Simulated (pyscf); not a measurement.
Single points on ωB97X-D3(BJ)/def2-SVP structures (PySCF, gas phase).

Problem. For the elementary gas-phase step H₃C–SnH₂• + methane (CH₄) -> H₃C–SnH₃ + methyl (CH₃•) (doublet surface; C–H broken, H–Sn formed), what barrier and reaction energy does ωB97M-D3(BJ)/def2-TZVP give, measured from the separated reactants?

Solution. ΔE‡ = 152.0 kJ/mol, ΔE = +138.1 kJ/mol. Zero-point energy shifts the barrier by -15.1 kJ/mol. It is a hydrogen abstraction, with an imaginary mode of 363i cm⁻¹. This is the saddle that the search found; another between the same sides may lie lower. The angle at the transferred H is 179°. Elements past Kr carry the def2 core potentials, without spin-orbit coupling.
